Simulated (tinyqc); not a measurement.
RHF in the sto-6g basis, for H2O, spin multiplicity 1, step by step (part 2 of 2). Computed by tinyqc, a small Python program that keeps every step (integrals from PySCF). Command: `OMP_NUM_THREADS=1 python tinyqc.py 24539 24540 out.jsonl` (the two numbers bound the seeds that draw the settings). One thread of a shared host (Intel(R) Xeon(R) Processor @ 2.60GHz), about 0.1 s of CPU time with the checks.

Geometry (angstrom):
```
atom       x        y       z
O     0.0000   0.0000  0.0000
H     0.0000   0.7970  0.5290
H     0.0000  -0.7970  0.5290
```

## Iteration 22 (converged): orbitals

converged F (hartree):
```
           1O 1s    1O 2s   1O 2px   1O 2py   1O 2pz    2H 1s    3H 1s
1O 1s   -20.4879  -4.9621   0.0000   0.0000  -0.0285  -1.1995  -1.1995
1O 2s    -4.9621  -2.3354   0.0000   0.0000  -0.1169  -1.0093  -1.0093
1O 2px    0.0000   0.0000  -0.3903   0.0000   0.0000   0.0000   0.0000
1O 2py    0.0000   0.0000   0.0000  -0.3347   0.0000  -0.4123   0.4123
1O 2pz   -0.0285  -0.1169   0.0000   0.0000  -0.3491  -0.3358  -0.3358
2H 1s    -1.1995  -1.0093   0.0000  -0.4123  -0.3358  -0.5721  -0.3614
3H 1s    -1.1995  -1.0093   0.0000   0.4123  -0.3358  -0.3614  -0.5721
```

X:
```
          1O 1s    1O 2s  1O 2px   1O 2py   1O 2pz    2H 1s    3H 1s
1O 1s    1.0229  -0.1390  0.0000   0.0000  -0.0086   0.0203   0.0203
1O 2s   -0.1390   1.2512  0.0000   0.0000   0.1030  -0.3014  -0.3014
1O 2px   0.0000   0.0000  1.0000   0.0000   0.0000   0.0000   0.0000
1O 2py   0.0000   0.0000  0.0000   1.1248   0.0000  -0.2414   0.2414
1O 2pz  -0.0086   0.1030  0.0000   0.0000   1.0460  -0.1351  -0.1351
2H 1s    0.0203  -0.3014  0.0000  -0.2414  -0.1351   1.2103  -0.0797
3H 1s    0.0203  -0.3014  0.0000   0.2414  -0.1351  -0.0797   1.2103
```

Diagonalise F' = X^T F X, C = X C', fill 5 alpha and 5 beta electrons from the bottom; D = 2 C_occ C_occ^T. Each column has its largest component positive (the first on a tie).

F' = X^T F X (hartree):
```
          1        2        3        4        5        6        7
1  -20.1579  -2.5081   0.0000   0.0000  -0.0443  -0.2111  -0.2111
2   -2.5081  -1.1655   0.0000   0.0000   0.1091  -0.5240  -0.5240
3    0.0000   0.0000  -0.3903   0.0000   0.0000   0.0000   0.0000
4    0.0000   0.0000   0.0000  -0.0002   0.0000  -0.4898   0.4898
5   -0.0443   0.1091   0.0000   0.0000  -0.2178  -0.3083  -0.3083
6   -0.2111  -0.5240   0.0000  -0.4898  -0.3083   0.0251  -0.0988
7   -0.2111  -0.5240   0.0000   0.4898  -0.3083  -0.0988   0.0251
```

orbital energies (hartree): MO1 -20.4911, MO2 -1.2657, MO3 -0.6335, MO4 -0.4388, MO5 -0.3903, MO6 0.5807, MO7 0.7573

coefficients C:
```
            MO1      MO2      MO3      MO4     MO5      MO6      MO7
1O 1s    0.9966  -0.2223   0.0000   0.0905  0.0000  -0.1250   0.0000
1O 2s    0.0161   0.8387   0.0000  -0.5075  0.0000   0.9033   0.0000
1O 2px   0.0000   0.0000   0.0000   0.0000  1.0000   0.0000   0.0000
1O 2py   0.0000   0.0000   0.5997   0.0000  0.0000   0.0000   1.0110
1O 2pz   0.0031   0.1208   0.0000   0.8042  0.0000   0.6929   0.0000
2H 1s   -0.0038   0.1563   0.4374   0.2679  0.0000  -0.8078  -0.8360
3H 1s   -0.0038   0.1563  -0.4374   0.2679  0.0000  -0.8078   0.8360
```

D after iteration 22:
```
          1O 1s    1O 2s  1O 2px   1O 2py   1O 2pz    2H 1s    3H 1s
1O 1s    2.1017  -0.4326  0.0000   0.0000   0.0979  -0.0286  -0.0286
1O 2s   -0.4326   1.9223  0.0000   0.0000  -0.6134  -0.0098  -0.0098
1O 2px   0.0000   0.0000  2.0000   0.0000   0.0000   0.0000   0.0000
1O 2py   0.0000   0.0000  0.0000   0.7192   0.0000   0.5246  -0.5246
1O 2pz   0.0979  -0.6134  0.0000   0.0000   1.3226   0.4687   0.4687
2H 1s   -0.0286  -0.0098  0.0000   0.5246   0.4687   0.5751  -0.1902
3H 1s   -0.0286  -0.0098  0.0000  -0.5246   0.4687  -0.1902   0.5751
```

## Convergence

Stop when the energy changes by less than 1e-10 hartree and every element of the error matrix X^T (F D S - S D F) X is below 3e-06.

Course of the cycle:
```
iteration  E (hartree)     change  largest element of the error matrix
1           -73.957562          -                             7.10e-01
2           -75.109737  -1.15e+00                             2.30e-01
3           -75.498911  -3.89e-01                             8.03e-02
4           -75.620339  -1.21e-01                             2.65e-02
5           -75.657270  -3.69e-02                             8.52e-03
6           -75.668417  -1.11e-02                             2.53e-03
7           -75.671770  -3.35e-03                             7.77e-04
8           -75.672776  -1.01e-03                             2.32e-04
9           -75.673078  -3.02e-04                             6.97e-05
10          -75.673169  -9.06e-05                             2.09e-05
11          -75.673196  -2.72e-05                             6.27e-06
12          -75.673204  -8.15e-06                             1.88e-06
13          -75.673206  -2.45e-06                             5.64e-07
14          -75.673207  -7.34e-07                             1.69e-07
15          -75.673207  -2.20e-07                             5.08e-08
16          -75.673207  -6.61e-08                             1.52e-08
17          -75.673207  -1.98e-08                             4.57e-09
18          -75.673207  -5.94e-09                             1.37e-09
19          -75.673207  -1.78e-09                             4.11e-10
20          -75.673207  -5.35e-10                             1.23e-10
21          -75.673207  -1.61e-10                             3.70e-11
22          -75.673207  -4.82e-11                             1.11e-11
```

PySCF RHF in the same basis = -75.673207 hartree

Converged in 22 iterations.

## Populations, bond orders and dipole

overlap S:
```
         1O 1s   1O 2s  1O 2px   1O 2py  1O 2pz   2H 1s    3H 1s
1O 1s   1.0000  0.2311  0.0000   0.0000  0.0000  0.0555   0.0555
1O 2s   0.2311  1.0000  0.0000   0.0000  0.0000  0.4772   0.4772
1O 2px  0.0000  0.0000  1.0000   0.0000  0.0000  0.0000   0.0000
1O 2py  0.0000  0.0000  0.0000   1.0000  0.0000  0.3274  -0.3274
1O 2pz  0.0000  0.0000  0.0000   0.0000  1.0000  0.2173   0.2173
2H 1s   0.0555  0.4772  0.0000   0.3274  0.2173  1.0000   0.2240
3H 1s   0.0555  0.4772  0.0000  -0.3274  0.2173  0.2240   1.0000
```

Mulliken: Z minus the diagonal of D S on the atom; Loewdin: the same with S^(1/2) D S^(1/2); Mayer order: 2 sum_s sum (D(s) S)_ij (D(s) S)_ji over the two atoms.

Charges (e):
```
atom  Mulliken  Loewdin
1O     -0.4004  -0.2801
2H      0.2002   0.1401
3H      0.2002   0.1401
```

Mayer bond orders:
```
pair   order
2-1   0.9410
3-1   0.9410
3-2   0.0189
```

dipole moment about the origin, x y z (debye): 0.0000  0.0000  1.7004
